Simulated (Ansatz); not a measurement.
# AlC (quartet): wave-function methods side by side at distance Al1–C2 = 5.226 Å, cc-pVDZ

Aim: climb from Hartree-Fock through coupled cluster and multireference methods for AlC (quartet) at one geometry and basis, and see what each rung misses.

Computed with Ansatz 0.2.0, Gaussian basis. Level: cc-pVDZ, core rule «outside noble gas», up to 6 orbitals frozen.

Plan: UHF; CCSD(T) on ROHF; CCSD(T) on UHF; BCCD(T) on ROHF; CISD; CCSDT(Q) on ROHF; CCSDT(Q) on UHF; CASSCF and MRCISD+Q, 5 electrons in 5 orbitals; CASSCF and NEVPT2, 5 electrons in 5 orbitals; CASSCF and MRCISD+Q, 7 electrons in 8 orbitals; CASSCF and NEVPT2, 7 electrons in 8 orbitals; Full CI.

23 further runs of the same task are left out: 16 that didn't finish, 7 set aside as unsound or not needed.

**1. What is computed**

The geometry derives from a PBE0/def2-TZVP stationary point (not a proven minimum). One bond is set to the value named and the two fragments are kept rigid.

2 atoms, charge 0, spin multiplicity 4.

Atoms are counted from 1 here; the program's logs count them from 0.

No contacts short enough for the rule that draws bonds.

**2. UHF**

in.yaml reads:

```yaml
crystal:
  periodic: [false, false, false]
  atoms:
    - {symbol: Al, position_ang: [0.000000, 0.000000, 0.000000]}
    - {symbol: C, position_ang: [0.000000, 0.000000, 5.226000]}
basis:
  gaussian: {orbitals: cc-pVDZ}
magnetization: {spin_polarized: true, initial_magnetization: 3}
hamiltonian: {xc: hf}
output: {orbitals: {seedname: orbitals}}
```

On the command line:

```sh
$ ansatz run in.yaml --threads 1 --pin off --events-out ev --progress --plain --max-ram 2393MiB
```

After this run come: CCSD(T) on ROHF; CCSD(T) on UHF; BCCD(T) on ROHF; CISD; CCSDT(Q) on ROHF; CCSDT(Q) on UHF; CASSCF and MRCISD+Q, 5 electrons in 5 orbitals; CASSCF and NEVPT2, 5 electrons in 5 orbitals; CASSCF and MRCISD+Q, 7 electrons in 8 orbitals; CASSCF and NEVPT2, 7 electrons in 8 orbitals; Full CI.

Q: Predict the results of all the runs planned. Wanted: FCI below the RHF energy; RMP2 from FCI; UMP2 from FCI; RCCSD from FCI; RCCSD(T) from FCI; UCCSD(T) from FCI; RCCSDT(Q) from FCI; UCCSDT(Q) from FCI; NEVPT2 pair from FCI.

**Answer**, as computed:

| quantity | value |
| --- | --- |
| FCI below the RHF energy | -3.5411 eV |
| RMP2 from FCI | +106.7 kJ/mol |
| UMP2 from FCI | +105.4 kJ/mol |
| RCCSD from FCI | +7.4 kJ/mol |
| RCCSD(T) from FCI | +2.6 kJ/mol |
| UCCSD(T) from FCI | +2.5 kJ/mol |
| RCCSDT(Q) from FCI | +0.6 kJ/mol |
| UCCSDT(Q) from FCI | +0.5 kJ/mol |
| NEVPT2 pair from FCI | +83.1 kJ/mol |
| MRCISD+Q pair from FCI | -5.7 kJ/mol |
| levels within 1 kcal/mol (43 meV) | RCCSD(T), UCCSD(T), BCCD(T), RCCSDT, UCCSDT, RCCSDT(Q), UCCSDT(Q) |
| T1 diagnostic | 0.022 |
| effectively unpaired electrons | 3.31 |

What this shows: RCCSD(T) lands +2.6 kJ/mol from the yardstick (0.8 % of the correlation energy). MRCISD+Q pair falls below full CI: the +Q correction isn't variational, and the cores differ from full CI's. The occupations show some static correlation. Of the multireference levels listed MRCISD+Q pair comes nearest in total energy (-5.7 kJ/mol), which doesn't show that its space is the better one. These misses are within one basis, not against nature; the frozen cores of restricted and unrestricted runs differ, which can shift their rows.
